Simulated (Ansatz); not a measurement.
**AlHO₂ (singlet): PBE, r2SCAN, PBE0, B3LYP, wB97M-V, B2PLYP, RPA-PBE over vertical spin and charge gaps, cc-pVTZ**

Aim: run AlHO₂ (singlet) with these functionals over vertical spin and charge gaps, and hold them against the top wave-function level at the same points.

Program: Ansatz 0.2.0, Gaussian basis. Level of theory: cc-pVTZ, all electrons in the functionals, frozen cores in the correlation of double hybrids and RPA. These are calculated values, not measurements.

The runs, in order: PBE, r2SCAN, PBE0, B3LYP, wB97M-V, B2PLYP, RPA-PBE, at charge 0, singlet; charge 0, triplet; charge 1, doublet.

3 further runs of the same task are left out: 3 set aside as unsound or not needed. Runs told in other sessions of the task aren't counted.

### 1 The system

The geometry is a PBE0/def2-TZVP stationary point (not a proven minimum).

4 atoms, charge 0, spin multiplicity 1.

Atoms are counted from 1 here; the program's logs count them from 0.

Bond lengths: O1–Al2 1.596 Å, Al2–O3 1.631 Å, O3–H4 0.946 Å. Angles: O1–Al2–O3 180.0°, Al2–O3–H4 180.0°.

As a file:

```
atom    x (Å)    y (Å)     z (Å)
  O1  0.00000  0.00000  -2.24863
 Al2  0.00000  0.00000  -0.65302
  O3  0.00000  0.00000   0.97788
  H4  0.00000  0.00000   1.92378
```

No dispersion term is added; wB97M-V holds VV10 nonlocal correlation. B3LYP takes the VWN-RPA correlation.

The geometry shown and the zero of energy belong to the point charge 0, singlet. The yardstick, UCCSDT(Q), and other wave-function levels (R restricted, U unrestricted, valence and pair active spaces) come from earlier runs.

### 2 PBE, charge 0, singlet

The input, in.yaml:

```yaml
crystal:
  periodic: [false, false, false]
  atoms:
    - {symbol: O, position_ang: [0.000000, 0.000000, -2.248625]}
    - {symbol: Al, position_ang: [0.000000, 0.000000, -0.653025]}
    - {symbol: O, position_ang: [0.000000, 0.000000, 0.977875]}
    - {symbol: H, position_ang: [0.000000, 0.000000, 1.923775]}
basis:
  gaussian: {orbitals: cc-pVTZ}
hamiltonian: {xc: {name: PBE}}
output: {orbitals: {seedname: orbitals}}
```

On the command line:

```
ansatz run in.yaml --threads 1 --pin off --events-out ev --progress --plain --max-ram 4096MiB --backend cpu
```

Further steps of the session: PBE, charge 0, triplet; PBE, charge 1, doublet; r2SCAN, charge 0, singlet; r2SCAN, charge 0, triplet; r2SCAN, charge 1, doublet; PBE0, charge 0, singlet; PBE0, charge 0, triplet; PBE0, charge 1, doublet; B3LYP, charge 0, singlet; B3LYP, charge 0, triplet; B3LYP, charge 1, doublet; wB97M-V, charge 0, singlet; wB97M-V, charge 0, triplet; wB97M-V, charge 1, doublet; B2PLYP, charge 0, singlet; B2PLYP, charge 0, triplet; B2PLYP, charge 1, doublet; RPA-PBE, charge 0, singlet; RPA-PBE, charge 0, triplet; RPA-PBE, charge 1, doublet.

**Question.** What will the summary of the whole plan be? Wanted: singlet to triplet, UCCSDT(Q); ionisation to the doublet cation, UCCSDT(Q); largest miss, PBE; largest miss, r2SCAN; largest miss, PBE0; largest miss, B3LYP; largest miss, wB97M-V; largest miss, B2PLYP; largest miss, RPA-PBE.

**Answer**, as computed:

```
                                   quantity                                         value
              singlet to triplet, UCCSDT(Q)                                      3.240 eV
ionisation to the doublet cation, UCCSDT(Q)                                      9.809 eV
                          largest miss, PBE  +0.210 eV (ionisation to the doublet cation)
                       largest miss, r2SCAN                -0.278 eV (singlet to triplet)
                         largest miss, PBE0                -0.374 eV (singlet to triplet)
                        largest miss, B3LYP                -0.236 eV (singlet to triplet)
                      largest miss, wB97M-V                -0.186 eV (singlet to triplet)
                       largest miss, B2PLYP  +0.100 eV (ionisation to the doublet cation)
                      largest miss, RPA-PBE  +0.239 eV (ionisation to the doublet cation)
                     largest miss, RCCSD(T)  -0.020 eV (ionisation to the doublet cation)
                     largest miss, UCCSD(T)  -0.021 eV (ionisation to the doublet cation)
```

Of the functionals, B2PLYP keep the smallest largest miss at the points compared (at most 0.100 eV) and PBE0 strays most (0.374 eV, at singlet to triplet). Functionals and the yardstick converge differently with the basis, so part of each miss in cc-pVTZ is the basis.
